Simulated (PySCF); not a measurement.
**Dipole moment and polarisability of disulfane**

Compound: disulfane, H₂S₂.
Atom-mapped SMILES: `[SH:1][SH:2]` (hydrogens: H3 on S1; H4 on S2)

Geometry (GFN2-xTB, Å), atoms numbered from 1 in this order:
```
atom  x, y, z in Å
S1     0.8876    0.4151    0.5312
S2    -0.8868    0.4739   -0.4835
H3     1.5461   -0.4177   -0.2864
H4    -1.5366   -0.4665    0.2160
```

Level: PBE0/def2-SVPD (PySCF), static field, nuclei fixed, core orbitals frozen in the response. The polarisability tensor in these axes (au):

```
x   52.84 -0.33  6.03
y   -0.33 37.67 -0.13
z    6.03 -0.13 40.00
```

Task: Diagonalise the tensor; give its mean and Δα, where Δα² is half the sum of the squared differences of the eigenvalues.

Result: Principal values 37.62, 37.66 and 55.23 au; mean 43.50 au = 6.45 Å³ = 7.17 × 10⁻⁴⁰ C²·m²/J; Δα = 17.59 au (40 % of the mean).

Task: What is the dipole moment, and where does it point?

Result: (0.01, -1.16, -0.08) D, 1.16 D in size, pointing from the negative to the positive side. Measured along this direction, the outermost atoms are S2 and S1 at the negative end and H3 and H4 at the positive end.

Task: Rayleigh depolarisation ratio (linearly polarised light, static tensor)?

Result: ρ = 3Δα²/(45ᾱ² + 4Δα²) = 928.3/(85163 + 1237.7) = 0.0107.

Task: How large is μ²/3kT at 250 K beside α?

Result: In Gaussian units μ²/3kT = 13.04 Å³ against 6.45 Å³, a ratio of 2.02; the Debye molar polarisation (4π/3)N_A(α + μ²/3kT) is 49.2 cm³/mol, leaving out the vibrational part.

Task: Estimate the molar refractivity from the static electronic polarisability.

Result: Lorentz–Lorenz: R = (4π/3)N_A α = 2.5225 cm³/(mol·Å³) × 6.45 Å³ = 16.3 cm³/mol, in the limit of long wavelengths.

Isolated species at its GFN2-xTB geometry, gas phase.

The run behind these numbers computed excited states as well. Hardware: one thread, Arm Neoverse N1, no GPU, on a shared host. Cost: 2.9 s.
